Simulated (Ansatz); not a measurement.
# AlHCl (sextet): the correlation ladder, def2-TZVPP

An exercise on one series of results from a longer session: the logs are not shown, and one member is left open.

The runs use Ansatz 0.2.0, Gaussian basis; def2-TZVPP, core rule «outside noble gas», up to 10 orbitals frozen.

Plan: UHF; ROHF; CCSD(T) on UHF.

### The system

The geometry is a PBE0/def2-TZVP stationary point (not a proven minimum) of the parent state, kept for this charge and spin.

3 atoms, charge 0, spin multiplicity 6.

Atoms are counted from 1 here; the program's logs count them from 0.

Bond lengths: Al1–Cl2 2.197 Å, Al1–H3 1.817 Å. Angles: Cl2–Al1–H3 63.0°.

As a file:

```
Al    0.00000   -0.05024    1.23992
Cl    0.00000   -0.00682   -0.95633
H     0.00000    1.58452    0.44622
```

Set-up of the first run:

in.yaml reads:

```yaml
crystal:
  periodic: [false, false, false]
  atoms:
    - {symbol: Al, position_ang: [0.000000, -0.050236, 1.239922]}
    - {symbol: Cl, position_ang: [0.000000, -0.006816, -0.956330]}
    - {symbol: H, position_ang: [0.000000, 1.584516, 0.446218]}
basis:
  gaussian: {orbitals: def2-TZVPP}
magnetization: {spin_polarized: true, initial_magnetization: 5}
hamiltonian: {xc: hf}
output: {orbitals: {seedname: orbitals}}
```

Started as:

```
> ansatz run in.yaml --threads 1 --pin off --events-out ev --progress --plain --max-ram 4096MiB --backend cpu
```

Steps of the session up to this table: UHF; ROHF; CCSD(T) on UHF.

One table of the session follows, with a row left open; its other results are not shown here.

It belongs to the step «Misses and costs». 

| method | from UCCSD(T) (kcal/mol) |
| --- | --- |
| ROHF | +149.18 |
| UHF | +144.70 |
| UMP2 | +24.88 |
| UCCSD | ? |
| UCCSD(T) | 0 |

Estimate the missing values for UCCSD.

**Answer.** from UCCSD(T) (kcal/mol): +5.35. In the column «from UCCSD(T) (kcal/mol)» it lies between UCCSD(T) (0) and UMP2 (+24.88).
